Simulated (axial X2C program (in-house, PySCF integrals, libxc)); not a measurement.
SiH: cheaper levels and CCSD(T), two-component

Calculated with an in-house relativistic program for diatomic molecules. Two-component (2c) means X2C with spin–orbit coupling and atomic mean-field two-electron Coulomb and Gaunt terms. Basis: Si dyall-v3z [8s7p2d1f], H dyall-v3z [6s2p1d] (cores contracted in-house); Gaussian nuclei, density fitting, unrestricted open shells. Masses: Si 27.977 u, H 1.008 u.

State: Ω = 1/2 (⟨Sz⟩ = -0.50, ⟨Lz⟩ = 1.00 at HF); fragments Si + H.

```csv
level,Re (Å),ωe (cm⁻¹),De (eV)
PBE0,1.536,2015.2,3.02
HF,1.518,2123.0,2.16
MP2,1.521,2088.7,2.94
CCSD,1.527,2040.6,3.09
PBE,1.550,1941.5,3.03
```

Correlated methods: 5 electrons correlated (number of frozen shells: Si 2 s, 1 p; H none), 101 virtual spin orbitals or spinors in MP2, 71 natural virtuals in coupled cluster.

CCSD(T), same Hamiltonian and basis:

Re = 1.529 Å, ωe = 2028.3 cm⁻¹, De = 3.11 eV; T1 = 0.016 (Lee–Taylor normalisation).

Q: Give the differences from CCSD(T) in the columns below.

A: 

| level | ΔRe (Å) | Δωe (cm⁻¹) | ΔDe (eV) |
| --- | --- | --- | --- |
| PBE0 | 0.007 | -13 | -0.09 |
| HF | -0.011 | 95 | -0.95 |
| MP2 | -0.008 | 60 | -0.17 |
| CCSD | -0.002 | 12 | -0.02 |
| PBE | 0.021 | -87 | -0.08 |

The state is one determinant whose occupation by symmetry is held fixed; it was picked as the lowest of a PBE0 search that is not exhaustive. Dissociation energies refer to the lowest single-determinant-based atoms at the same level and basis. Density functionals use the spin component along the axis (collinear). CCSD and (T) use frozen natural virtuals with an MP2 correction for the truncation; (T) itself is uncorrected, so its De runs slightly low. The 2c atoms are single determinants rather than J levels; their spin–orbit lowering is only partly caught, and De is too large by that part. This holds for PBE0, MP2, CCSD, PBE, CCSD(T). Without a current term, density functionals place determinants with orbital angular momentum somewhat too high.
